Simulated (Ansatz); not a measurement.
How far each method lies from full CI for SiH⁺, triplet

Geometry: a point of a stretch scan, not a stationary point.

```xyz
2

Si    0.0000    0.0000    0.0000
H     0.0000    0.0000    3.3640
```

Basis cc-pVQZ; Ansatz 0.2.0. Only valence electrons are correlated (noble-gas cores frozen), which leaves 4 electrons in 84 orbitals. R marks a restricted (for open shells ROHF) determinant, U an unrestricted one. Active spaces: valence = (4e, 5o) chosen from the atoms' valence shells.

Full CI is exact within this basis and frozen core; it isn't the basis-set limit. The frozen core follows each run's orbitals, which can shift R against U totals by a few meV.

```
UHF ⟨S²⟩                          : 2.016
T1 diagnostic (RCCSD)             : 0.0233
largest doubles amplitude (RCCSD) : 0.104
T1 diagnostic (UCCSD)             : 0.0134
```

```tsv
level	E − E(RHF) (eV)
UHF	-0.1317
RMP2	-1.3491
UMP2	-1.3401
RCCSD	-1.7717
UCCSD	-1.7774
RCCSD(T)	-1.8107
UCCSD(T)	-1.8114
```

(1) Estimate how far full CI in cc-pVQZ lies from RCCSD(T). The table doesn't fix it; the size of (T) and the diagnostics are the guide.

(1) Full CI in cc-pVQZ lies 11 meV below RCCSD(T), which is 29 % of the (T) step (-39 meV). The diagnostics give no warning, yet the rest is a sizeable part of (T).

The other levels:

```csv
level,E − E(full CI) (meV),share of correlation (%),wall time
BCCD(T),11,99.37,14 s
RCCSDT,0,100.01,–
UCCSDT,-1,100.04,–
RCCSDT(Q),0,100.02,66 s
UCCSDT(Q),-1,100.05,65 s
CASSCF (valence space),1060,41.84,–
NEVPT2 (valence space),316,82.66,4.6 s
```

The correlation energy at full CI, counted from RHF, is -1.822 eV. That run took 46 s on 1 thread of Intel Xeon Platinum 8259CL, shared host over 3,037,760 determinants.

Times hold each run's SCF and search for its determinant on a shared host, so for small cases they say little of a method's own cost; they ran on 1 thread of Intel Xeon Platinum 8259CL.

The full-CI state has the irrep B1 of C2v, in the program's axes (one component, if the state is degenerate).

Natural occupations of full CI about the gap: 1.901 0.999 0.980 0.039 0.038 0.013 0.010 0.010 0.003 0.002; effectively unpaired electrons, Σ n²(2−n)², 2.05.
